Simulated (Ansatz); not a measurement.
C2H6Al (`[CH3][Al][CH3]`) radical at its PBE0-D4/def2-TZVP geometry, where that method's forces vanish. The species carries charge 0 and has multiplicity 2.

```xyz
9

C     1.1231   -0.6433    1.0821
Al   -0.4496    0.5074    0.7818
C    -1.1576    0.6771   -1.0482
H     1.4639   -1.1086    0.1516
H     0.8980   -1.4377    1.8007
H     1.9545   -0.0687    1.5026
H    -1.4440   -0.3142   -1.4197
H    -0.3675    1.0502   -1.7110
H    -2.0208    1.3378   -1.1400
```

**Question.** What forces (eV/Å) does PBE-D4/def2-TZVPP give on these atoms in Ansatz 0.2.0? (Estimate.)

**Answer.** Computed: 
```
C1  -0.041  0.028 -0.011
Al2 -0.070  0.081  0.130
C3  -0.001  0.012  0.053
H4   0.063 -0.088 -0.181
H5  -0.039 -0.146  0.139
H6   0.155  0.105  0.084
H7  -0.054 -0.188 -0.068
H8   0.151  0.071 -0.123
H9  -0.164  0.124 -0.022
```
